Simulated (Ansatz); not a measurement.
We consider hcp Ru, described by r²SCAN (PAW; Ansatz, a program for electronic structure).

A perfect cell of 2 atoms has -11781.4142 eV. A cell of 36 sites with one atom taken out, atoms relaxed at the host's volume, has -206171.9137 eV. Energies are extrapolated to zero smearing.

Defect cell: Settings: plane-wave cutoff 500 eV, 5×5×5 k mesh, Fermi–Dirac smearing 0.1 eV, cell of 36 sites, scalar-relativistic PAW data made under PBE.

Perfect cell: Run with plane-wave cutoff 500 eV, 15×15×10 k mesh (along the axes of the cell as run), Fermi–Dirac smearing 0.1 eV, scalar-relativistic PAW data made under PBE.

Problem. Work out the vacancy formation energy, and the share of vacant sites at 2050 K if the formation entropy is left out.

Solution. E_f = E(35) − 35 × E_bulk per atom = -206171.9137 − 35 × (-11781.4142/2) = 2.83 eV. With k_B T = 0.17665 eV, exp(−2.83/0.17665) = 1e-07. Before relaxation the value is 2.86 eV.

The cell is finite, so the vacancy feels its images.

Note: energies are extrapolated to zero smearing, and mesh and cell size move such values by some hundredths of an eV or more.
